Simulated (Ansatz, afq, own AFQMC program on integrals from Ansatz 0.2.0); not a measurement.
# Atomization energy of CH₃Al, singlet

```xyz
5

Al    0.0000    0.0000    0.5654
C     0.0000    0.0000   -1.2797
H     0.0000    1.4325    1.2385
H     0.0000   -1.4325    1.2385
H     0.0000    0.0000   -2.3633
```

Connectivity, by distances: AlH2–CH.

Atoms in their ground-state spins without spin–orbit coupling (mostly on UHF) minus the molecule (RHF), without zero-point energy. The geometry is a stationary point, not shown to be a minimum.

Basis cc-pVDZ. Only valence electrons are correlated. Ansatz 0.2.0 and our own AFQMC program on the same integrals; the CISD trial comes from CCSD amplitudes, and released means the phaseless constraint is let go. ± is one standard error of the sampling. The errors of all members are added in quadrature.

No full CI on the walks' own integrals is used here; CCSDT(Q) serves as the reference and is uncertain by about the last step of the cluster series. Each member takes its own surest rung, up to full CI.

The best estimate is CCSD(T) at the basis-set limit (CBS: def2-TZVPP and def2-QZVPP, with their diffuse functions for anions and beside diffuse sets, CCSD(T) itself extrapolated) plus the step from CCSD(T) to CCSDT(Q) in cc-pVDZ. Rows without CBS are in cc-pVDZ; B2PLYP and the wave-function rows carry a basis error of their own. Core correlation and relativity beyond core potentials are missing, and ± holds the sampling alone.

Cautions: CH₃Al (singlet): higher spins were not checked, restricted determinant unstable towards unrestricted (UHF 950 meV lower, ⟨S²⟩ 0.97), raised T1 diagnostic (T1 0.023, weight of the determinant 0.87, largest double 0.14), the ph-AFQMC/HF walk drifts between its halves (2.3 errors), CCSDT(Q) on the UHF determinant differs (859 meV lower), perhaps since the unrestricted series falls towards higher spin.

Best estimate: 290.7 kcal/mol.

| level | atomization energy (kcal/mol) | error against the best estimate (kcal/mol) |
| --- | --- | --- |
| HF | 198.7 | -92.0 |
| MP2 | 253.4 | -37.3 |
| CCSD | 255.6 | -35.1 |
| CCSD(T) | 258.3 | -32.4 |
| ph-AFQMC/CISD | 260.1 ± 0.4 | -30.6 ± 0.4 |
| released AFQMC | 259.4 ± 0.7 | -31.3 ± 0.7 |
| HF/CBS | 208.9 | -81.8 |
| MP2/CBS | 284.6 | -6.0 |
| CCSD(T)/CBS | 289.5 | -1.2 |
| surest rungs in cc-pVDZ | 259.4 | -31.2 |

Correlation beyond CCSD(T) adds 1.2 kcal/mol. Going to the basis-set limit adds 31.2 kcal/mol at CCSD(T). The perturbative (T) step is worth +2.7 kcal/mol.

Best estimates are given only where the step beyond CCSD(T) is under 0.3 eV and no member's determinant is very poor (T1 over 0.05, or 0.07 for open shells, ⟨S²⟩ too high by 0.3, two states mixed), so the hardest cases are missing from such tables.

Each member of a difference takes its own highest rung, so a best estimate needn't equal the limit plus the step of one row. A walk keeps the symmetry of its determinant, which the program's search chose and which needn't be the lowest solution, so a lower state of the same spin and another symmetry isn't excluded. Released energies are given only where the last usable release times agree within the noise; a slower fall can still hide under it.
